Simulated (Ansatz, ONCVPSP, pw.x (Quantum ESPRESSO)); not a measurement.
# Si: one change to the ONCV potential, in the atom and in the diamond crystal

silicon (Si), optimised norm-conserving Vanderbilt (ONCV), made with ONCVPSP 4.0.1.1 (patched build) (LDA (Perdew-Wang 92), scalar-relativistic). Core [Ne], reference 3s2 3p2. Waves: 3s: rc 1.80 bohr, ncon 4, nbas 8, qcut 3.7 1/bohr, 1 projector; 3p: rc 1.65 bohr, ncon 4, nbas 8, qcut 5.5 1/bohr, 1 projector; d scattering state at 0.4 Ha: rc 1.85 bohr, ncon 5, nbas 8, qcut 5.7 1/bohr, 1 projector. Local part: polynomial inside 1.30 bohr (lpopt 3, dvloc0 0 Ha). Core correction: Teter function, fcfact 4.25, rcfact 1.75.

Change: core correction Teter function, fcfact 5.7, rcfact 1.75.

Cutoffs, loose and tight: the cutoffs (Ha) at which the residual kinetic energy of the hardest occupied pseudo-wave falls to 1 and 0.1 mHa per electron. They do not see the model core or the augmentation charge, which bear on the density cutoff. Test errors are all-electron minus pseudo excitation energies from the reference, over the configurations 3s2 3p1; 3s2 3p0; 3s1 3p0; 3s2 3p1.5; variants that change the core or the reference have their own tests.

Crystal test: diamond Si in pw.x 7.5, no spin, 9³ k-points, Fermi–Dirac smearing 0.01 Ry, cutoffs set for each file from its atomic test. The reference is all-electron LAPW (Ansatz 0.2.0) with the same functional, mesh and smearing; V0 and B0 come from Birch–Murnaghan fits to the pressures at five volumes. Errors are pseudo minus all-electron; Δ is the rms difference of the E(V) curves that follow from these fits, minima aligned, over ±6 % about the mean V0. Mesh and smearing are coarse, so the numbers serve the comparison and aren't converged zero-temperature values; the lattice is a test structure that the element need not adopt.

All-electron: a0 = 5.400 Å (V0 = 19.69 Å³/atom), B0 = 96.2 GPa.

Does the change bring the crystal closer to the all-electron result?

The mean pressure error goes from +1.21 to +1.77 GPa, so the change moves the solid further from the all-electron pressures.

```json
{"quantity": "outcome (atom)", "base": "generated", "changed": "generated"}
{"quantity": "cutoff, loose (atom)", "base": "7.7 Ha", "changed": "7.7 Ha"}
{"quantity": "cutoff, tight (atom)", "base": "43 Ha", "changed": "43 Ha"}
{"quantity": "bound ghosts (atom)", "base": "none", "changed": "none"}
{"quantity": "largest test error (meV) (atom)", "base": "-240", "changed": "-332"}
{"quantity": "cutoffs in pw.x (Ry)", "base": "100/400", "changed": "100/400"}
{"quantity": "a0 (Å)", "base": "5.423", "changed": "5.433"}
{"quantity": "a0 error (%)", "base": "+0.41", "changed": "+0.60"}
{"quantity": "B0 error (%)", "base": "-1.3", "changed": "-2.0"}
{"quantity": "Δ (meV/atom)", "base": "5.1", "changed": "7.4"}
{"quantity": "mean pressure error (GPa)", "base": "+1.21", "changed": "+1.77"}
```

Changed file: This is a poor potential for the solid.
